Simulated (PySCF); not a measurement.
C2H2F2S.
Geometry (PBE0-D3(BJ)/def2-SVP, Å), atoms numbered from 1 in this order:
```xyz
7
C2H2F2S angstrom
F     -1.6363   -0.2914   -0.6169
C     -0.6169    0.2791    0.0189
F     -0.7566    1.6007   -0.0515
C      0.7193   -0.3067   -0.1070
S     -0.0566   -0.4433    1.5539
H      1.5704    0.3787   -0.1791
H      0.8107   -1.2432   -0.6678
```

The calculation used MP2 and CCSD/aug-cc-pVDZ in PySCF, restricted Hartree–Fock reference, frozen core, non-relativistic, gas phase, PBE0-D3(BJ)/def2-SVP geometry.

E(HF) = -673.30337 Eh.

How large is the problem?

137 basis functions and 48 electrons; 9 orbitals frozen, which leaves o = 15 correlated occupied and v = 113 virtual orbitals. That is o·v = 1695 singles and o·v(o·v + 1)/2 = 1437360 distinct closed-shell doubles amplitudes before symmetry; the costliest CCSD step grows as o²v⁴ = 3.7 × 10^10.

What are the MP2 and CCSD correlation energies?

MP2 -0.8214 Eh and CCSD -0.8480 Eh, which gives totals of -674.12481 and -674.15132 Eh. That is 0.769 eV for each correlated electron at CCSD (2226 kJ/mol in all, 0.126 % of the total energy); MP2 gives 96.9 % of the CCSD value.

What is the T1 diagnostic?

0.0132, below the customary warning level of 0.02. It is the norm of the spatial-orbital singles amplitudes over the root of the number of correlated electrons, so the norm is 0.072.

How does correlation change the dipole moment?

HF gives 2.25 D and CCSD (unrelaxed density) 1.96 D, a change of -0.29 D.

Connected triples and the basis-set limit are missing.

The job also held the EOM ionisation roots. On one thread of an Arm Neoverse V1, shared host with 32 logical CPUs at a one-minute load of 16, this took 3.4 min wall and 2.4 GiB of memory at its peak.
